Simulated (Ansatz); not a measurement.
Geometry optimisation, RKS LDA/6-31G* (Ansatz).

Input file:

```yaml
crystal:
  periodic: [false, false, false]
  atoms:
    - { symbol: B, position_ang: [-0.052854, 0.454763, -0.460674] }
    - { symbol: "N", position_ang: [0.002265, 0.045223, 2.229512] }
    - { symbol: H, position_ang: [-0.774592, -0.449277, 2.680232] }
    - { symbol: H, position_ang: [0.864851, -0.09752, 2.769704] }
    - { symbol: H, position_ang: [1.052399, 0.059539, -0.712076] }
    - { symbol: H, position_ang: [-1.077779, -0.153486, -0.599355] }
    - { symbol: Cl, position_ang: [-0.220771, 2.23714, -0.103567] }
    - { symbol: H, position_ang: [-0.214018, 1.065919, 2.192325] }
basis:
  gaussian: { orbitals: "6-31G*" }
hamiltonian:
  xc: lda
relax:
  f_tol: 0.03
  max_steps: 50
```

Launched with:

```bash
$ ansatz run input.yaml --threads 1 --pin off --max-ram 2048MiB --backend cpu --events-out ev --progress --plain --runs-dir out
```

Question: Where does it end, and by what steps?

Answer: It converged. The force dipped under the threshold on the way, but the program's further checks kept it going. After 13 steps the energy has fallen by 1.509 eV; H4 moved furthest, 0.87 Å. Joined: B1–N2 (2.72 → 1.61 Å).

```json
{"step": "0", "energy less start (eV)": "0.0000", "largest force component (eV/Å)": "1.039", "accepted": "yes"}
{"step": "1", "energy less start (eV)": "-0.2533", "largest force component (eV/Å)": "0.871", "accepted": "yes"}
{"step": "2", "energy less start (eV)": "-0.6206", "largest force component (eV/Å)": "0.952", "accepted": "yes"}
{"step": "3", "energy less start (eV)": "-1.2208", "largest force component (eV/Å)": "0.601", "accepted": "yes"}
{"step": "4", "energy less start (eV)": "-1.0971", "largest force component (eV/Å)": "4.448", "accepted": "no"}
{"step": "5", "energy less start (eV)": "-1.3721", "largest force component (eV/Å)": "0.319", "accepted": "yes"}
{"step": "6", "energy less start (eV)": "-1.4082", "largest force component (eV/Å)": "0.301", "accepted": "yes"}
{"step": "7", "energy less start (eV)": "-1.4324", "largest force component (eV/Å)": "0.175", "accepted": "yes"}
{"step": "8", "energy less start (eV)": "-1.4772", "largest force component (eV/Å)": "0.243", "accepted": "yes"}
{"step": "9", "energy less start (eV)": "-1.4632", "largest force component (eV/Å)": "0.995", "accepted": "no"}
{"step": "10", "energy less start (eV)": "-1.4970", "largest force component (eV/Å)": "0.105", "accepted": "yes"}
{"step": "11", "energy less start (eV)": "-1.5076", "largest force component (eV/Å)": "0.014", "accepted": "yes"}
{"step": "12", "energy less start (eV)": "-1.5084", "largest force component (eV/Å)": "0.088", "accepted": "yes"}
{"step": "13", "energy less start (eV)": "-1.5087", "largest force component (eV/Å)": "0.007", "accepted": "yes"}
```

```xyz
8
Properties=species:S:1:pos:R:3
B -0.090 0.383 0.194
N -0.055 0.223 1.791
H -0.244 -0.748 2.086
H 0.870 0.511 2.150
H 0.792 -0.329 -0.244
H -1.216 0.092 -0.157
Cl 0.277 2.182 -0.043
H -0.756 0.849 2.220
```

Whether the end is a true minimum wasn't checked by a vibrational analysis.

Run time: 15 s on 1 thread of Arm Neoverse V2, with other jobs on the host, peak memory 0.12 GiB.
